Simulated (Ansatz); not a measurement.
## FH3SSi, SMILES F[SiH2]S: a ladder of methods at one geometry, step by step

Program: Ansatz 0.2.0, Python API.

Run as a notebook:

**Cell 1**
```python
import ansatz as az
from ase import Atoms
```

**Cell 2**
```python
atoms = Atoms(["F", "Si", "S", "H", "H", "H"], positions=[
    (-1.8389, 0.5531, -0.2664),
    (-0.3975, 0.0245, -0.3648),
    (0.5204, 0.2507, 1.5267),
    (-0.3489, -1.4014, -0.7252),
    (0.3816, 0.7797, -1.3944),
    (1.7253, -0.2705, 1.1778),
])
geometry = az.Crystal.molecule_from_ase(atoms)
```

**Cell 3**
```python
setup = geometry.calculation().basis(gaussian="cc-pVDZ")
```

**Cell 4**
```python
methods = ["mp2", "ccsd", "ccsd_t"]
reports = [setup.correlation(m).run().report for m in methods]
print(f"Hartree-Fock reference {reports[0]['reference_energy_ev'] / 27.211386246:.6f} Ha")
best = reports[-1]["free_energy_ev"] - reports[-1]["reference_energy_ev"]
for method, each in zip(methods, reports):
    gained = each["free_energy_ev"] - each["reference_energy_ev"]
    print(f"{method:8s} total {each['free_energy_ev'] / 27.211386246:.6f} Ha  correlation {gained:9.4f} eV  ({100 * gained / best:.1f} % of the last)")
```
Output:
```text
Hartree-Fock reference -787.723193 Ha
mp2      total -788.140743 Ha  correlation  -11.3621 eV  (90.6 % of the last)
ccsd     total -788.175246 Ha  correlation  -12.3010 eV  (98.1 % of the last)
ccsd_t   total -788.184218 Ha  correlation  -12.5451 eV  (100.0 % of the last)
```

Total energies depend on the basis set; only differences at equal settings carry meaning. The geometry is a force-field or estimated start, not a minimum of this method, and the basis set is short of its limit. A lower total doesn't mark the better method: functionals have no common bound, and MP2 and coupled cluster aren't variational. Inner cores stay frozen, so this is valence correlation. For Al to Cl the sets with a tight d function, cc-pV(X+d)Z, are usual. Timing: 3.9 s on 1 thread of Arm Neoverse V1, with other jobs on the host, peak memory 0.22 GiB.
